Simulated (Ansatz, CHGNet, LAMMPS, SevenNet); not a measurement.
# How well does each level of theory give the cohesive energy of antiferromagnetic bcc Cr?

Reference value: 4.15 eV/atom (measured, finite-temperature (and zero-point) corrections as in the cited sets; as tabulated in Jana et al. (2018), arXiv:1807.00350).

Task: What do MEAM library.meam-Cr, CHGNet-r²SCAN, SevenNet-0, PBE, r²SCAN, B3LYP (VWN-RPA form), HSE06, PBE0, r²SCAN0, r²SCANh give, and how far is each from the reference?

Result: 
```
level (code)                   value (eV/atom)  cell (Å³/atom)  error (eV/atom)
-----------------------------  ---------------  --------------  ---------------
MEAM library.meam-Cr (LAMMPS)             4.10           12.01            -0.05
CHGNet-r²SCAN                             3.57           11.56            -0.58
SevenNet-0                                4.28           11.63            +0.13
PBE (Ansatz)                              4.12           11.77            -0.03
r²SCAN (Ansatz)                           3.49           12.98            -0.66
B3LYP (VWN-RPA form) (Ansatz)             2.56           14.28            -1.59
HSE06 (Ansatz)                            2.79           14.27            -1.36
PBE0 (Ansatz)                             2.80           14.11            -1.35
r²SCAN0 (Ansatz)                          2.62           14.52            -1.53
r²SCANh (Ansatz)                          3.07           13.79            -1.08
```

Leaving aside CHGNet-r²SCAN (doubt noted below), SevenNet-0 (doubt noted below), B3LYP (VWN-RPA form) (doubt noted below), HSE06 (doubt noted below), PBE0 (doubt noted below), r²SCAN0 (doubt noted below), r²SCANh (doubt noted below): Once the reference is moved by up to 0.03 eV/atom (a margin picked here for doubts on the reference and the settings) and values within 0.03 eV/atom count as equal, the nearest can be PBE (-0.03 eV/atom) or MEAM library.meam-Cr (-0.05 eV/atom). Farthest off among them: r²SCAN (-0.66 eV/atom). Within 0.3 eV/atom: MEAM library.meam-Cr, PBE.

Free atoms are spin-polarised, in the lowest state found; at levels without +SOC their spin–orbit coupling is left out. Spin-polarised runs: PBE (opposed moments), r²SCAN (opposed moments), B3LYP (VWN-RPA form) (opposed moments), HSE06 (opposed moments), PBE0 (opposed moments), r²SCAN0 (opposed moments), r²SCANh (opposed moments). CHGNet-r²SCAN, SevenNet-0: free atoms can lie outside what these potentials were trained on. PBE, r²SCAN, B3LYP (VWN-RPA form), HSE06, PBE0, r²SCAN0, r²SCANh: the commensurate order stands in for chromium's spin-density wave, and the size of the moments varies much between levels. B3LYP (VWN-RPA form), HSE06, PBE0, r²SCAN0, r²SCANh: the cell is over a tenth larger than the published one: the level's own overestimate first of all, though another phase or state, or a fault of the published cell, is possible. B3LYP (VWN-RPA form), HSE06, PBE0, r²SCAN0, r²SCANh: the free atom's electronic state is in doubt. Each level is taken at its own relaxed cell. Cutoffs and k meshes differ between the levels. Ansatz's density-functional and Hartree–Fock values are scalar-relativistic unless marked +SOC, with PAW data made under PBE.

Empirical potentials (MEAM library.meam-Cr) are fitted to chosen data: where that held the value shown, agreement is built in, and what lay outside the fit can be far off. Machine-learned potentials (CHGNet-r²SCAN, SevenNet-0) are trained on DFT data: a solid inside that data is no test of them.

Differences are worked out from the printed values.

Ansatz is an electronic-structure program.
